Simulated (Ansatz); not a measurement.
Results of r²SCAN in Ansatz (plane waves, PAW) for zinc-blende HgTe.

Numerical settings: plane-wave cutoff 600 eV, 20×20×20 k mesh, Fermi–Dirac smearing 0.05 eV, finite displacements, scalar-relativistic PAW data made under PBE.

Computed at the level's own relaxed cell.

### Question
Predict the zone-centre TO phonon frequency.

### Answer

* **zone-centre TO phonon frequency**: 101 cm⁻¹

Measured, for comparison: zone-centre TO phonon frequency 116 cm⁻¹ (temperature not stated, no zero-point or thermal correction, Raman; as tabulated in Cardona et al. (2009), arXiv:0908.2634). Computed (rounded) less measured: zone-centre TO phonon frequency -13 %.

Note: the solid has no gap at this level, which affects its response.

Spin–orbit coupling is not included; it can shift volumes and moduli of such heavy elements.

Ansatz is a quantum-chemistry and plane-wave program.
